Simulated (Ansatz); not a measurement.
# CHP₂ (quartet): from Hartree-Fock to the top rungs, cc-pVDZ

Aim: climb from Hartree-Fock through coupled cluster and multireference methods for CHP₂ (quartet) at one geometry and basis, and see what each rung misses.

Method: cc-pVDZ, core rule «outside noble gas», up to 11 orbitals frozen; program: Ansatz 0.2.0, Gaussian basis.

The runs, in order: UHF; CCSD(T) on ROHF; CCSD(T) on UHF; BCCD(T) on ROHF; CISD; CCSDT(Q) on ROHF; CCSDT(Q) on UHF; CASSCF and NEVPT2, 11 electrons in 11 orbitals.

24 further runs of the same task are left out: 2 for a known fault of the program, 12 that didn't finish, 10 set aside as unsound or not needed.

### Step 1. The system

The geometry is a PBE0/def2-TZVP stationary point (not a proven minimum).

4 atoms, charge 0, spin multiplicity 4.

Atoms are counted from 1 here; the program's logs count them from 0.

Bond lengths: C1–P2 1.643 Å, C1–H4 1.081 Å, P2–P3 2.118 Å. Angles: P2–C1–H4 141.3°, C1–P2–P3 103.9°.

### Step 2. UHF

Input file in.yaml:

```yaml
crystal:
  periodic: [false, false, false]
  atoms:
    - {symbol: C, position_ang: [0.000000, -0.762388, 1.596329]}
    - {symbol: P, position_ang: [0.000000, 0.565097, 0.628045]}
    - {symbol: P, position_ang: [0.000000, -0.235451, -1.332953]}
    - {symbol: H, position_ang: [0.000000, -1.045256, 2.639669]}
basis:
  gaussian: {orbitals: cc-pVDZ}
magnetization: {spin_polarized: true, initial_magnetization: 3}
hamiltonian: {xc: hf}
output: {orbitals: {seedname: orbitals}}
```

Run with:

```console
$ ansatz run in.yaml --threads 1 --pin off --events-out ev --progress --plain --max-ram 2393MiB
```

After this run come: CCSD(T) on ROHF; CCSD(T) on UHF; BCCD(T) on ROHF; CISD; CCSDT(Q) on ROHF; CCSDT(Q) on UHF; CASSCF and NEVPT2, 11 electrons in 11 orbitals.

**Question.** What will the summary of the whole plan be? Wanted: RCCSDT(Q) from the RHF energy; RMP2 from RCCSDT(Q); UMP2 from RCCSDT(Q); RCCSD from RCCSDT(Q); RCCSD(T) from RCCSDT(Q); UCCSD(T) from RCCSDT(Q); UCCSDT(Q) from RCCSDT(Q); NEVPT2 valence from RCCSDT(Q); T1 diagnostic.

As calculated:

```
                         quantity                      value
    RCCSDT(Q) from the ROHF energy                -10.1980 eV
              RMP2 from RCCSDT(Q)            +39.08 kcal/mol
              UMP2 from RCCSDT(Q)            +45.07 kcal/mol
             RCCSD from RCCSDT(Q)            +12.13 kcal/mol
          RCCSD(T) from RCCSDT(Q)             +2.00 kcal/mol
          UCCSD(T) from RCCSDT(Q)             +2.56 kcal/mol
         UCCSDT(Q) from RCCSDT(Q)             -0.08 kcal/mol
    NEVPT2 valence from RCCSDT(Q)            +34.70 kcal/mol
levels within 1 kcal/mol (43 meV)  RCCSDT, UCCSDT, UCCSDT(Q)
                    T1 diagnostic                      0.051
   effectively unpaired electrons                       3.09
```

In words: RCCSD(T) misses by +2.00 kcal/mol, 0.9 % of the correlation energy. CCSD(T) misses by +2.00 kcal/mol on the restricted determinant and by +2.56 kcal/mol on the unrestricted one; the two need not hold the same state or core. The occupations are near whole numbers, but T1 = 0.051 shows that the orbitals relax strongly. These misses are within one basis, not against nature; the frozen cores of restricted and unrestricted runs differ, which can shift their rows.

With open shells the CI space here admits some triples and quadruples, so it is larger than plain CISD.
